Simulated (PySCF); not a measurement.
Ligands exchanged one at a time, B Cl-NH2. All species are isolated molecules in the gas phase. Strings in code marks are SMILES.

The S1–T1 gap (TDA) from two functionals at the same geometries (CAM-B3LYP-D3(BJ)/def2-TZVP), both in PySCF: PBE-D3(BJ)/def2-TZVP and CAM-B3LYP-D3(BJ)/def2-TZVP. Excitations are Tamm–Dancoff values on a coarser integration grid. The basis has no diffuse functions, so Rydberg states are missing or too high.

```
species                                  PBE-D3(BJ)/def2-TZVP (eV)
---------------------------------------  -------------------------
0 of 3 Cl replaced by NH2 (`ClB(Cl)Cl`)                       0.19
1 of 3 Cl replaced by NH2 (`NB(Cl)Cl`)                        0.75
2 of 3 Cl replaced by NH2 (`NB(N)Cl`)                         0.25
```

**Question.** What does CAM-B3LYP-D3(BJ)/def2-TZVP give for each?

**Answer.** 
- 0 of 3 Cl replaced by NH2 (`ClB(Cl)Cl`): 0.18
- 1 of 3 Cl replaced by NH2 (`NB(Cl)Cl`): 1.09
- 2 of 3 Cl replaced by NH2 (`NB(N)Cl`): 0.34
Over these rows, drawn at random from the members with no instability flagged (it was tested for open shells, ions and some series alone), PBE minus CAM-B3LYP-D3(BJ): mean -0.14 eV, from -0.35 eV to +0.01 eV.
